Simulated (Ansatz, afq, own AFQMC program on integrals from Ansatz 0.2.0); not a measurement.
# AlNH, quartet in cc-pVDZ, levels against CCSDT(Q)

```xyz
3

Al    0.0000   -0.1169    0.6897
N     0.0000    0.1201   -1.4406
H     0.0000    1.4606    1.5581
```

Connectivity, by distances: AlH–N.

Basis cc-pVDZ. Only valence electrons are correlated. AFQMC by an in-house program on the Cholesky factors that Ansatz 0.2.0 writes for its CCSD(T) run. ph-AFQMC/CISD is guided by a CISD state made of CCSD amplitudes; releasing the constraint for a short imaginary time cuts its bias at the price of noise, slowly where states lie close. Free AFQMC starts from the CCSD state and is never constrained. Its projection time is finite, and what remains of the start isn't in its error. Error bars are statistical, one sigma.

Determinant: ROHF, the one that the program's search chose, which needn't be the lowest solution. The geometry is a point of a scan.

No full CI on the walks' own integrals is used here; CCSDT(Q) serves as the reference and is uncertain by about the last step of the cluster series.

Cautions: lower spins were not checked; higher spins were not checked; a spin-contaminated unrestricted determinant lies lower (UHF 340 meV lower, ⟨S²⟩ 3.84); raised T1 diagnostic (T1 0.046, weight of the determinant 0.87, largest double 0.04).

The T1 diagnostic is 0.0465. The weight of the determinant in the CISD state is 0.871. The size of the correlated space is 9 electrons in 31 orbitals.

```json
{"level": "MP2", "correlation energy (eV)": "-4.1287"}
{"level": "CCSD", "correlation energy (eV)": "-5.0451"}
{"level": "CCSD(T)", "correlation energy (eV)": "-5.1823"}
```

**Question.** Estimate where phaseless AFQMC with the Hartree–Fock trial lies against CCSD(T) on the same integrals.

**Answer.** 1.01 ± 1.09 kcal/mol above CCSD(T). The gap is under twice the noise, so this walk alone can't tell the two apart.

Reference: CCSDT(Q), correlation energy -5.228 eV. The released energy is read at 2.40 1/Eh (meV from the phaseless value at times in 1/Eh: -2 ± 8 at 0.24, -3 ± 11 at 0.51, -19 ± 10 at 0.99, -19 ± 12 at 1.62, -39 ± 14 at 2.40).

```tsv
level	E − E(reference) (kcal/mol)	share of correlation (%)
CCSD(T)	1.06	99.12
CCSDT	0.24	99.80
ph-AFQMC/HF	2.06 ± 1.09	98.29
ph-AFQMC/CISD	0.46 ± 0.26	99.62
released AFQMC	-0.43 ± 0.33	100.36
free AFQMC	0.51 ± 0.52	99.58
```

Free projections are given only where their last times agree within the noise and don't stop above the reference; a slow remainder of the start can still hide under it. A walk keeps the symmetry of its determinant, which the program's search chose and which needn't be the lowest solution, so a lower state of the same spin and another symmetry isn't excluded. Released energies are given only where the last usable release times agree within the noise; a slower fall can still hide under it.
